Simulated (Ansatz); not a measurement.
# CH7OSi: the cost of one run

Computed with Ansatz 0.2.0, Gaussian basis. Level: PBE0-D4, def2-SVP first, then def2-TZVP.

152 further runs of the same task are left out: 152 set aside as unsound or not needed.

### Step 1. Starting geometry

The guess: 10 atoms, charge 0, spin multiplicity 2.

Atoms are counted from 1 here; the program's logs count them from 0.

Bond lengths: H1–Si4 1.621 Å, C2–O3 1.381 Å, C2–H5 1.085 Å, C2–H6 1.081 Å, O3–H7 0.963 Å, Si4–H8 1.458 Å, Si4–H9 1.460 Å, Si4–H10 1.457 Å. Angles: O3–C2–H5 115.5°, O3–C2–H6 110.0°, H5–C2–H6 114.5°, C2–O3–H7 109.7°, H1–Si4–H8 107.8°, H1–Si4–H9 107.8°, H1–Si4–H10 108.9°, H8–Si4–H9 110.6°, H8–Si4–H10 111.3°, H9–Si4–H10 110.4°.

Coordinates:

```
H    -0.07700   -0.01290    0.25940
C     0.02860    1.38390   -0.49110
O     0.88090    1.25610   -1.57080
Si   -0.15960   -1.45780    0.98880
H    -1.00390    1.61320   -0.73510
H     0.46780    2.03360    0.25230
H     0.43870    0.77440   -2.27820
H    -0.44650   -1.22780    2.39940
H    -1.24040   -2.21400    0.36190
H     1.11140   -2.14880    0.81340
```

Distances that are to change: H1–Si4 1.62 Å, H1–C2 1.59 Å.

### Step 2. Constrained relaxation of the guess

Contents of hold/in.yaml:

```yaml
crystal:
  periodic: [false, false, false]
  atoms:
    - {symbol: H, position_ang: [-0.077000, -0.012900, 0.259400]}
    - {symbol: C, position_ang: [0.028600, 1.383900, -0.491100]}
    - {symbol: O, position_ang: [0.880900, 1.256100, -1.570800]}
    - {symbol: Si, position_ang: [-0.159600, -1.457800, 0.988800]}
    - {symbol: H, position_ang: [-1.003900, 1.613200, -0.735100]}
    - {symbol: H, position_ang: [0.467800, 2.033600, 0.252300]}
    - {symbol: H, position_ang: [0.438700, 0.774400, -2.278200]}
    - {symbol: H, position_ang: [-0.446500, -1.227800, 2.399400]}
    - {symbol: H, position_ang: [-1.240400, -2.214000, 0.361900]}
    - {symbol: H, position_ang: [1.111400, -2.148800, 0.813400]}
basis:
  gaussian: {orbitals: def2-SVP}
magnetization: {spin_polarized: true, initial_magnetization: 1}
hamiltonian: {xc: pbe0, dispersion: d4}
relax: {f_tol: 0.04, max_steps: 150, escape_saddle: false, constraints: [{distance: [0, 3]}, {distance: [0, 1]}]}
```

The run is started by

```bash
> ansatz run in.yaml --threads 4 --pin off --events-out ev --progress --plain --max-ram 9574MiB
```

**Question.** How long does this run take on 4 threads of Arm Neoverse V2, shared host?

About 21 s.
